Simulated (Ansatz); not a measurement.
# C2H5Si: the cost of one run

All numbers below are computed with Ansatz 0.2.0 (UKS BLYP-D4/cc-pVDZ).

## Step 1: The system as given

Bond lengths: C1–C2 1.457 Å, C1–Si3 1.827 Å, C2–Si3 2.000 Å, C1–H4 1.085 Å, C2–H5 1.084 Å, C2–H6 1.081 Å, Si3–H7 1.459 Å, Si3–H8 1.452 Å. Angles (14 of 15 angles, heavy atoms first): C1–C2–Si3 61.5°, C2–C1–Si3 74.1°, C1–Si3–C2 44.5°, C1–C2–H5 121.4°, C1–C2–H6 118.7°, Si3–C2–H5 129.7°, Si3–C2–H6 105.2°, C2–C1–H4 117.4°, Si3–C1–H4 123.8°, C1–Si3–H7 129.7°, C1–Si3–H8 117.8°, C2–Si3–H7 117.8°, C2–Si3–H8 111.7°, H5–C2–H6 111.9°.

As a file:

```xyz
8

C    -0.7407    0.3518   -0.7669
C     0.0224    0.8819    0.3556
Si    0.3429   -1.0097   -0.2097
H    -1.8216    0.3387   -0.6750
H    -0.4693    1.2650    1.2426
H     0.9502    1.3993    0.1538
H     0.0871   -2.0639    0.7663
H     1.6291   -1.1631   -0.8667
```

## Step 2: Relaxing end A

input.yaml reads:

```yaml
crystal:
  periodic: [false, false, false]
  atoms:
    - { symbol: C, position_ang: [-0.74074, 0.35176, -0.76685] }
    - { symbol: C, position_ang: [0.02238, 0.88192, 0.3556] }
    - { symbol: Si, position_ang: [0.34287, -1.00968, -0.2097] }
    - { symbol: H, position_ang: [-1.82156, 0.33873, -0.67501] }
    - { symbol: H, position_ang: [-0.46934, 1.265, 1.24263] }
    - { symbol: H, position_ang: [0.95016, 1.39925, 0.15378] }
    - { symbol: H, position_ang: [0.08709, -2.06387, 0.76626] }
    - { symbol: H, position_ang: [1.62913, -1.16311, -0.86671] }
magnetization:
  spin_polarized: true
  initial_magnetization: 1
basis:
  gaussian: { orbitals: cc-pVDZ }
hamiltonian:
  xc: blyp
  dispersion: d4
relax:
  f_tol: 0.02
  max_steps: 50
```

Command:

```sh
> ansatz run input.yaml --threads 2 --pin off --max-ram 3072MiB --backend cpu --events-out ev --progress --plain --runs-dir out
```

What time and memory should one allow on 2 threads of Intel Xeon Platinum 8488C (Sapphire Rapids), shared host?

About 10 s, with a peak of 0.17 GiB.
